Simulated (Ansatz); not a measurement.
Ansatz (a quantum-chemistry and plane-wave program) input (CCSD(T)/aug-cc-pVDZ):

Ansatz 0.2 input:
```yaml
crystal:
  periodic: [false, false, false]
  atoms:
    - {symbol: C, position_ang: [0.04909858, 1.10763595, 0.28954788]}
    - {symbol: C, position_ang: [0.03506176, -1.10688107, 0.29443337]}
    - {symbol: C, position_ang: [0.83295606, -0.00625608, -0.44256257]}
    - {symbol: C, position_ang: [-0.69559174, 0.00362713, -0.35442763]}
    - {symbol: H, position_ang: [0.01183467, 1.17045808, 1.39196549]}
    - {symbol: H, position_ang: [0.06324781, 2.09009786, -0.18549049]}
    - {symbol: H, position_ang: [-0.00296470, -1.16436125, 1.39711638]}
    - {symbol: H, position_ang: [0.03674236, -2.09152973, -0.17626532]}
    - {symbol: H, position_ang: [-1.43800807, 0.00657945, -1.14927239]}
basis:
  gaussian:
    orbitals: aug-cc-pVDZ
total_charge: -1
magnetization: {spin_polarized: false}
correlation: {method: ccsd_t, electrons: outside_noble_gas}
output: {forces: true}
```

Output:

```
Functional definition: HF
integrals: 0.33 GiB planned
1375 factors; integrals over basis functions are off by at most 4.2e-4 eV
mean field: 0.51 GiB planned
mean field evaluation 1: about -4194.5188 eV, gradient 2.5e1 eV
mean field evaluation 2: about -4194.5190 eV, gradient 2.5e1 eV
mean field evaluation 4: about -4196.7147 eV, gradient 4.8e0 eV
mean field evaluation 8: about -4196.7949 eV, gradient 2.5e-2 eV
mean field evaluation 16: about -4196.7147 eV, gradient 4.8e0 eV
mean field -4196.79485197 eV, -154.2293661201 hartree, gradient 9.6e-7 eV, S^2 0.000000; 0 other end points of the search recorded, 0 dependent functions left out
4 core orbitals not correlated
reference -4196.79485197 eV, -154.2293661201 hartree; 11, 11 occupied and 122, 122 virtual orbitals, 1375 factors
densities: 1.88 GiB planned
second order -16.04552481 eV of doubles, -0.00000000 eV of singles
coupled cluster: 0.98 GiB planned
cycle   1  -16.28300404 eV  change   -2.4e-1 eV  update   1.0e-1
cycle   2  -16.72019923 eV  change   -4.4e-1 eV  update   3.1e-2
cycle   3  -16.83283435 eV  change   -1.1e-1 eV  update   1.8e-2
cycle   4  -16.83391779 eV  change   -1.1e-3 eV  update   6.1e-3
cycle   5  -16.83182163 eV  change    2.1e-3 eV  update   4.5e-3
cycle   6  -16.83304964 eV  change   -1.2e-3 eV  update   2.5e-3
cycle   7  -16.83277833 eV  change    2.7e-4 eV  update   1.3e-3
cycle   8  -16.83235386 eV  change    4.2e-4 eV  update   5.5e-4
cycle   9  -16.83245512 eV  change   -1.0e-4 eV  update   2.2e-4
cycle  10  -16.83259967 eV  change   -1.4e-4 eV  update   1.0e-4
cycle  11  -16.83249841 eV  change    1.0e-4 eV  update   4.4e-5
cycle  12  -16.83252382 eV  change   -2.5e-5 eV  update   2.2e-5
cycle  13  -16.83252477 eV  change   -9.5e-7 eV  update   9.4e-6
cycle  14  -16.83252793 eV  change   -3.2e-6 eV  update   5.4e-6
cycle  15  -16.83253256 eV  change   -4.6e-6 eV  update   2.6e-6
perturbative correction -0.75433500 eV, -0.0277213001 hartree
the calculation of the forces begins
Total energy: -4214.38171954 eV, -154.8756715824 hartree
Atom 0 at     0.049099     1.107636     0.289548 Å, force     0.098017     0.518075     0.353242 eV/Å
Atom 1 at     0.035062    -1.106881     0.294433 Å, force     0.091452    -0.517712     0.355527 eV/Å
Atom 2 at     0.832956    -0.006256    -0.442563 Å, force     1.122149    -0.008142    -0.466369 eV/Å
Atom 3 at    -0.695592     0.003627    -0.354428 Å, force    -1.048909     0.005908    -0.335513 eV/Å
Atom 4 at     0.011835     1.170458     1.391965 Å, force     0.014195    -0.023256     0.408280 eV/Å
Atom 5 at     0.063248     2.090098    -0.185490 Å, force    -0.008563     0.395173    -0.214106 eV/Å
Atom 6 at    -0.002965    -1.164361     1.397116 Å, force     0.014501     0.024875     0.408174 eV/Å
Atom 7 at     0.036742    -2.091530    -0.176265 Å, force    -0.013578    -0.395974    -0.212360 eV/Å
Atom 8 at    -1.438008     0.006579    -1.149272 Å, force    -0.269263     0.001052    -0.296874 eV/Å
Dipole moment:    -0.577310     0.004308     0.293867 e Å
```

It need not be the lowest isomer of its formula. Whether it binds its extra electron was not tested at this geometry.
